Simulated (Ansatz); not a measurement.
**PH, triplet in cc-pVTZ: errors against UCCSDT(Q)**

Geometry: a PBE0/def2-TZVP stationary point for this spin.

```xyz
2

P     0.0000    0.0000    0.0000
H     0.0000    0.0000    1.4282
```

Basis cc-pVTZ; Ansatz 0.2.0. Only valence electrons are correlated (noble-gas cores frozen), which leaves 6 electrons in 43 orbitals. Prefix R: restricted or restricted open-shell reference; prefix U: unrestricted. Active spaces: valence = (6e, 5o) chosen from the atoms' valence shells.

Full CI isn't at hand for all of this; UCCSDT(Q) serves as the reference, and is uncertain by about the last step of the cluster series. The frozen core follows each run's orbitals, which can shift R against U totals by a few meV.

For open shells CISD is restricted-active-space CI with the open shells as a complete middle space.

```
UHF ⟨S²⟩                          : 2.027
T1 diagnostic (RCCSD)             : 0.0207
largest doubles amplitude (RCCSD) : 0.049
T1 diagnostic (UCCSD)             : 0.0176
```

```json
{"level": "UHF", "E − E(RHF) (eV)": "-0.1956"}
{"level": "RMP2", "E − E(RHF) (eV)": "-3.1296"}
{"level": "UMP2", "E − E(RHF) (eV)": "-3.0876"}
{"level": "RCCSD", "E − E(RHF) (eV)": "-3.7328"}
{"level": "UCCSD", "E − E(RHF) (eV)": "-3.7401"}
{"level": "RCCSD(T)", "E − E(RHF) (eV)": "-3.8609"}
{"level": "UCCSD(T)", "E − E(RHF) (eV)": "-3.8619"}
```

**Question.** Estimate how far UCCSDT(Q) in cc-pVTZ lies from RCCSD(T). The table doesn't fix it; the size of (T) and the diagnostics are the guide.

**Answer.** UCCSDT(Q) in cc-pVTZ lies 0.65 kcal/mol below RCCSD(T), which is 22 % of the (T) step (-2.95 kcal/mol). The diagnostics are small and one determinant leads, so the series closes fast and only a small part of (T) is left.

The other levels:

```csv
level,E − E(UCCSDT(Q)) (kcal/mol),share of correlation (%),wall time
CISD,5.72,93.62,0.9 s
BCCD(T),0.65,99.27,0.75 s
RCCSDT,0.12,99.87,–
UCCSDT,0.08,99.91,–
RCCSDT(Q),0.03,99.96,12 s
CASSCF (valence space),76.89,14.26,–
NEVPT2 (valence space),17.88,80.06,0.48 s
NEVPT4(SD) (valence space),1.94,97.83,0.75 s
MRCISD (valence space),4.80,94.65,–
MRCISD+Q (valence space),0.17,99.81,0.81 s
```

The correlation energy at UCCSDT(Q), counted from RHF, is -3.889 eV. That run took 11 s on 1 thread of Arm Neoverse V2, shared host.

Times hold each run's SCF and search for its determinant on a shared host, so for small cases they say little of a method's own cost; they ran on 1 thread of Arm Neoverse V2.

Natural occupations of CASSCF (valence space) about the gap: 1.989 1.977 1.000 1.000 0.034; effectively unpaired electrons, Σ n²(2−n)², 2.01.

Atomization energy (electronic, same basis, no zero-point term; atoms at the same level, unrestricted beside the R rows where the molecule is a closed shell, with restricted open-shell steps beyond CCSDT(Q)) at UCCSDT(Q): 293.3 kJ/mol. Errors of other levels:

| level | error (kJ/mol) |
| --- | --- |
| RHF | -97.2 |
| UHF | -79.1 |
| RMP2 | -14.5 |
| UMP2 | -18.7 |
| CISD | -13.3 |
| RCCSD | -2.7 |
| UCCSD | -2.1 |
| RCCSD(T) | -0.2 |
| UCCSD(T) | -0.3 |
| BCCD(T) | -0.2 |
| RCCSDT | 0.0 |
| UCCSDT | 0.0 |
| RCCSDT(Q) | 0.0 |
| CASSCF (valence space) | -43.6 |
| NEVPT2 (valence space) | -14.9 |
| NEVPT4(SD) (valence space) | -3.8 |
| MRCISD (valence space) | -3.2 |
| MRCISD+Q (valence space) | -0.6 |

This basis is far from its limit, so the value isn't to be set against a measured one. Truncated CI isn't size-consistent, which counts against it in atomization.
